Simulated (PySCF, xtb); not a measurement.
O3, SMILES O=[O+][O-] (connectivity only; charge and spin as stated), charge -1, multiplicity 2.

Harmonic wavenumbers (cm⁻¹) from GFN2-xTB (xtb) at its own minimum, in rising order: 568, 1120, 1140.

**Question.** What does PBE-D3(BJ)/def2-TZVPD (PySCF 2.14.0) give at its own minimum? (An estimate is asked for; the answer gives what the named calculation found.)

**Answer.** 569, 788, 1008. Paired by order, the mean absolute difference is 155 cm⁻¹ and the zero-point energies are 4.0 and 3.4 kcal/mol.
